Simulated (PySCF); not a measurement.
## Two-photon absorption: `c1cc[cH-]c1`, [C₅H₅]-, charge -1

Cartesian coordinates in Å; atom numbers follow the order of the lines, from 1:
```xyz
10

C     0.387   -1.121    0.081
C    -0.963   -0.748   -0.062
C    -1.019    0.656   -0.142
C     0.295    1.151   -0.048
C     1.164    0.052    0.089
H     0.762   -2.136    0.169
H    -1.811   -1.424   -0.103
H    -1.919    1.254   -0.255
H     0.588    2.196   -0.077
H     2.245    0.100    0.185
```

Total charge -1.

Level of theory: TDDFT CAM-B3LYP/def2-TZVPD excited states, vertical, gas phase (PySCF 2.14.0). Geometry: PBE0-D3(BJ)/def2-TZVP.

For a gas-phase anion, states above the detachment energy (about 1.2 eV, taken as minus the energy of the highest occupied orbital) lie in the continuum and depend on the basis. Singlets 1 and 2, 4 and 5, 7 and 8 lie within 0.01 eV of each other, so their separate moments and overlaps can depend on how they mix.

(1) Give the one- and two-photon strengths of the lowest singlets.

## Answers

(1) δ for parallel linear polarisation; σ at the peak of a Lorentzian of half width 0.1 eV, single beam; Ω is circular over linear.
```
state  E (eV)      f  photon λ (nm)  δ (au)  σ (GM)     Ω                                  main
   S1    3.54  0.000            701     341    1.56  1.50                        HOMO→LUMO 0.97
   S2    3.54  0.000            701     341    1.56  1.50                      HOMO−1→LUMO 0.97
   S3    3.94  0.074            629    <0.1    0.00     –  HOMO→LUMO+1 0.29, HOMO−1→LUMO+2 0.29
   S4    4.01  0.000            618    <0.1    0.00     –  HOMO−1→LUMO+2 0.40, HOMO→LUMO+1 0.40
   S5    4.01  0.000            618    <0.1    0.00     –  HOMO→LUMO+2 0.40, HOMO−1→LUMO+1 0.40
   S6    4.14  0.000            599    <0.1    0.00     –  HOMO−1→LUMO+1 0.30, HOMO→LUMO+2 0.30
```
